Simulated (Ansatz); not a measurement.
Input file for `[c]1ccc[nH]1` radical:

```yaml
crystal:
  periodic: [false, false, false]
  atoms:
    - {symbol: C, position_ang: [-0.568553, 1.250931, 0.006419]}
    - {symbol: C, position_ang: [0.739507, 1.030235, -0.294448]}
    - {symbol: C, position_ang: [0.900125, -0.383797, -0.182086]}
    - {symbol: C, position_ang: [-0.304102, -0.929162, 0.175425]}
    - {symbol: N, position_ang: [-1.209370, 0.099606, 0.289402]}
    - {symbol: H, position_ang: [1.486989, 1.759148, -0.558375]}
    - {symbol: H, position_ang: [1.814814, -0.931652, -0.350023]}
    - {symbol: H, position_ang: [-0.594481, -1.951189, 0.357419]}
    - {symbol: H, position_ang: [-2.176630, 0.009679, 0.539068]}
basis:
  gaussian: {orbitals: def2-SVP}
magnetization: {spin_polarized: true, initial_magnetization: 1}
correlation: {method: ccsd_t}
scf: {omitted_lower_state_checks: [cluster_reference]}
```

```sh
$ ansatz run in.yaml --threads 4 --pin off --events-out ev --progress --plain --max-ram 10444MiB
```

Output of Ansatz, abridged:

```
Functional definition: HF
932 factors; integrals over basis functions are off by at most 1.4e-3 eV
mean field evaluation 1: about -5656.8229 eV, gradient 2.1e1 eV
mean field evaluation 2: about -5656.8346 eV, gradient 2.1e1 eV
mean field evaluation 4: about -5659.8299 eV, gradient 3.6e0 eV
mean field evaluation 8: about -5659.9957 eV, gradient 5.0e-1 eV
mean field evaluation 16: about -5660.0474 eV, gradient 1.9e-6 eV
mean field -5660.04736760 eV, -208.0029042414 hartree, gradient 6.7e-6 eV, S^2 0.951789; 4 other end points of the search recorded, 0 dependent functions left out
5 core orbitals not correlated: weight in the atoms' cores, before any rotation towards them, 1.000 or more for the frozen orbitals, at most 0.000 for the correlated occupied ones
reference -5660.04736760 eV, -208.0029042414 hartree; 13, 12 occupied and 72, 73 virtual orbitals, 932 factors
second order -17.56337587 eV of doubles, -0.00000000 eV of singles
cycle   1  -17.92764128 eV  change   -3.6e-1 eV  update   1.1e-1
cycle   2  -18.48466350 eV  change   -5.6e-1 eV  update   4.4e-2
cycle   3  -18.67769490 eV  change   -1.9e-1 eV  update   3.2e-2
cycle   4  -18.69153592 eV  change   -1.4e-2 eV  update   1.6e-2
cycle   5  -18.69668973 eV  change   -5.2e-3 eV  update   6.6e-3
cycle   6  -18.69754514 eV  change   -8.6e-4 eV  update   2.4e-3
cycle   7  -18.69827149 eV  change   -7.3e-4 eV  update   8.9e-4
cycle   8  -18.69864187 eV  change   -3.7e-4 eV  update   4.5e-4
cycle   9  -18.69862797 eV  change    1.4e-5 eV  update   1.9e-4
cycle  10  -18.69869944 eV  change   -7.1e-5 eV  update   7.3e-5
cycle  11  -18.69874278 eV  change   -4.3e-5 eV  update   3.2e-5
cycle  12  -18.69873574 eV  change    7.0e-6 eV  update   1.5e-5
perturbative correction -0.77443242 eV, -0.0284598664 hartree
Total energy: -5679.52053576 eV, -208.7185299719 hartree
Checks for a lower state left out: cluster_reference
```

Run time 10 s (4 threads of an AMD EPYC 7B13 on a shared host); peak host memory 0.71 GiB.

The correlation energy is -19.473 eV, 4.0 % of it from (T); the T1 diagnostic reads 0.0305.
